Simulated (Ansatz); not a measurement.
LO(Γ) frequency (cm⁻¹) along a series of related solids, from r²SCAN (Ansatz, a program for electronic structure, PAW).

```csv
solid,r²SCAN,measured
zinc-blende GaN (metastable phase),734,–
zinc-blende GaP,397,402‡
zinc-blende GaAs,287,293‡ (285–293)
zinc-blende GaSb,231,233‡
```

r²SCAN less measured, from the printed values: zinc-blende GaP‡ -1.2 %, zinc-blende GaAs‡ -2.0 %, zinc-blende GaSb‡ -0.9 %.

A member of the series is missing where a level wasn't run or failed, where a doubt is noted on the run or the magnetic state, for phases of high temperature or layered ones, and where values are held back for tests.

Spin–orbit coupling is left out, also for the solids with elements from indium on (zinc-blende GaSb); its size isn't shown.

A dash: no measured value is used.

Each level is taken at its own relaxed cell. Ansatz's density-functional and Hartree–Fock values are scalar-relativistic unless marked +SOC, with PAW data made under PBE.

Measured values are for low temperature or corrected to a static lattice; ‡ marks uncorrected values at room or unstated temperature. References as tabulated in Han and Bester (2011), arXiv:1107.0196; Giannozzi et al., Phys. Rev. B (1991).

Brackets give the range of the sources taken for a reference, where it is wide; it can hold other temperatures.
